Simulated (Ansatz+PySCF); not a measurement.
The numbers below are computed, except where a source is named.
## PySCF 2.14.0 run

```python
from pyscf import gto, scf, cc

mol = gto.M(atom="""
Mg 0.000000 0.000000 0.000000
Al 1.346100 1.794800 3.885860
""", basis='sto-3g', charge=1, spin=0)
mf = scf.UHF(mol)
mf.kernel()
mycc = cc.CCSD(mf, frozen=6).run()
et = mycc.ccsd_t()
print(mf.e_tot, mycc.e_corr, et, mycc.e_tot + et)
```

The script is written out from the run's settings.

Output:

| Property | Result |
| --- | --- |
| Converged | yes |
| Reference energy | -435.88983 hartree |
| CCSD correlation energy | -0.09123 hartree |
| Triples correction | -0.00075 hartree |
| Total energy | -435.98181 hartree |
| Spin squared of the determinant | 0.000 |
